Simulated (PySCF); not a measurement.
**Shieldings and the share of exact exchange**

Molecule: `[NH3+][BH2-]Cl`, BClH₅N.

Bonds (- single, = double, # triple, : aromatic): N1-B2 1.624 Å, B2-Cl3 1.857 Å. N1 carries H4, H5, H6; B2 carries H7, H8. Formal charges: N1 +1, B2 -1.

GIAO shieldings (ppm, equivalent atoms averaged) in PySCF 2.14 on the PBE0-D3(BJ)/def2-SVP geometry, basis pcSseg-2, gas phase, non-relativistic:

```csv
functional,exact exchange (%),σ(B2),σ(Cl3)
BLYP,0,100.8,920.0
BP86,0,104.6,936.8
PBE,0,104.2,932.5
B3LYP,20,105.4,947.4
PBE0,25,109.5,963.8
mPW1PW91,25,109.3,964.9
HF,100,120.3,1010.4
```

(1) Fit each shielding as a line in the percentage of exact exchange.

(2) What does the line predict for BHandHLYP (50 %), and what does the run give?

Answers

(1) σ(B2) = 103.5 + 0.17 x (rms 1.5 ppm); σ(Cl3) = 934.1 + 0.81 x (rms 7.9 ppm). The functionals also differ in their semilocal parts, which the line can't hold; Hartree–Fock has no correlation at all.

(2) σ(B2): 112.0 predicted, 111.2 computed; σ(Cl3): 974.6 predicted, 975.4 computed ppm.
